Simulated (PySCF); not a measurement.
**Core-level binding energies of Si(OH)H3**

Si(OH)H3.
Cartesian coordinates in Å at the PBE0-D3(BJ)/def2-SVP level; atoms count from 1:
```xyz
6
H4OSi angstrom
Si    -0.0651   -0.1234   -0.3688
O     -0.0600   -0.0914    1.2964
H      0.3552    0.6675    1.7151
H      1.3219   -0.1343   -0.9329
H     -0.7830    1.0555   -0.9497
H     -0.7689   -1.3738   -0.7602
```

Computed with delta-SCF UKS SCAN, pcX-2 on the ionised atom, pcseg-1 elsewhere, spin-free X2C (PySCF). Binding energies are ΔSCF values: E(core-ionised, relaxed orbitals) − E(ground state) at a fixed geometry, referred to the vacuum level.

Question: List the computed XPS lines with their assignment.

Answer: 
```
atom(s)  bonded to     level  binding energy (eV)  2p1/2 (eV)  count
    Si1  O and 3 H  Si 2p3/2               107.67      108.30      1
    Si1  O and 3 H     Si 1s              1847.57           –      1
     O2   H and Si      O 1s               538.83           –      1
```

Question: Which photon energy gives electrons from Si 1s of Si1 a kinetic energy of 200 eV, and what is their de Broglie wavelength?

Answer: hν = 1847.57 + 200 = 2047.57 eV, recoil neglected; λ = 12.264 Å/√(E/eV) = 0.87 Å.

For 2p shells one spin-free hole was relaxed; a mean-field spin–orbit operator and the ground-state splitting of the three 2p orbitals were then diagonalised within the shell. The shell's mean is (2 × 2p3/2 + 2p1/2)/3, and the degeneracies 2j + 1 give areas of 2:1. 2p1/2 minus 2p3/2 (ligand field included): Si 0.62 eV. Geometry: PBE0-D3(BJ)/def2-SVP; no solvent, vibrations or thermal averaging.

Hardware: Arm Neoverse V1, one thread (shared host). Cost: 5.1 s of wall time.
